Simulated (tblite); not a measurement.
Chlorofluoromethane, CH2ClF.
SMILES with atom numbers: `[F:1][CH2:2][Cl:3]` (hydrogens: H4, H5 on C2)

Computed with GFN2-xTB (tblite), gas phase: Langevin dynamics at 400 K from the optimised GFN2-xTB geometry, time step 0.5 fs, friction 0.01 fs⁻¹, 2000 steps.

Start geometry:
```
atom  x, y, z in Å
F1     -0.764    1.100   -0.125
C2     -0.110   -0.074    0.008
Cl3     1.644    0.198   -0.063
H4     -0.362   -0.497    0.984
H5     -0.400   -0.724   -0.822
```

The statistics below take the 31 frames saved every 25 fs from 250 to 1000 fs; their kinetic temperature (all 3N coordinates) averages 462 K.

Question: How do the bond lengths spread?

Answer: 
```
  bond  start (Å)  mean (Å)  standard deviation (Å)  shortest (Å)  longest (Å)
 F1–C2      1.350     1.356                   0.043         1.272        1.444
C2–Cl3      1.777     1.781                   0.039         1.679        1.867
 C2–H4      1.093     1.106                   0.047         1.032        1.208
 C2–H5      1.093     1.103                   0.029         1.042        1.155
```

Question: How widely does the potential energy scatter, against a harmonic estimate?

Answer: Mean 0.17 eV above the start, standard deviation 0.060 eV, range 0.08 to 0.31 eV. For 9 classical harmonic modes at 400 K the canonical values are 9kT/2 = 0.16 eV and kT·√(9/2) = 0.073 eV.

The run is classical and short, so these are rough statistics of one trajectory.

What follows is the cost of the whole dynamics run. Time: 4.2 s wall; peak memory 0.18 GiB. Hardware: Arm Neoverse V1, one thread, no GPU, shared host with 32 logical CPUs at a one-minute load of 11.
